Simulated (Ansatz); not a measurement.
Ideal-gas functions of O$_{2}$Si (`O=[Si]=O`) at 800 K and 1 bar, from an Ansatz frequency run at PBE0-D4/def2-TZVP.

Molar mass 60.08 g/mol, point group D∞h (symmetry number 2), electronic degeneracy 1, moments of inertia 72.567 u Å². Harmonic wavenumbers (cm⁻¹, unscaled): 299, 299, 1015, 1469.

Use S(trans) = R[1.5 ln M + 2.5 ln T − 1.1517]; rotational temperatures θ = 24.2544 K / I; S(rot) = R[ln(T/σθ) + 1]; for each mode x = 1.438777 ν̃/T, S = R[x/(eˣ − 1) − ln(1 − e⁻ˣ)] and H = RT x/(eˣ − 1); 1 cm⁻¹ = 0.0119627 kJ/mol; R = 8.31446 J/(mol·K).

Task: By hand: the entropy, in J/(mol·K).

Result: Translation 180.5. Rotation: θ = 0.3342 K, giving 67.2. Vibration, mode by mode: 13.57, 13.57, 4.38, 2.30, in all 33.8. Electronic 0.0. Sum 281.5 J/(mol·K).

Task: By hand: H − E and G − E in kJ/mol, counted from the electronic energy.

Result: Zero-point energy ½ × 3082 × 0.0119627 = 18.4; thermal vibration 13.7; translation, rotation and pV give 3.5 RT = 23.3. H − E = 55.4 kJ/mol, and G − E = 55.4 − 800 × 281.5/1000 = -169.8 kJ/mol.

Vibration gives 12 % of the entropy.
